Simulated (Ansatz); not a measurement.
A calculation with Ansatz (development build ahead of 0.2.0).

```yaml
crystal:
  periodic: [false, false, false]
  atoms:
    - { symbol: Mg, position_ang: [0.0, 0.0, 0.0] }
    - { symbol: O, position_ang: [0.0, 0.0, 3.85] }
basis:
  gaussian: { orbitals: "6-31G" }
magnetization:
  spin_polarized: true
hamiltonian:
  xc: hf
scf:
  omitted_lower_state_checks: [starts, atomic_configurations, cluster_reference, orbital_swaps, given_window_search, neighbouring_geometries, increment]
output:
  forces: true
```

The input is written out in the form of the current development build from the run's settings.

Results

| Quantity | Value |
| --- | --- |
| Converged | yes |
| Total energy | -274.33188 hartree |
| Spin squared of the determinant | 1.019 |
| Stability test | minimum |

Forces (eV/Å):
```csv
atom,Fx,Fy,Fz
Mg1,0.000,0.000,-0.018
O2,0.000,0.000,0.018
```

Caution: another spin multiplicity may lie lower; the unrestricted determinant is a mixture of spin states.
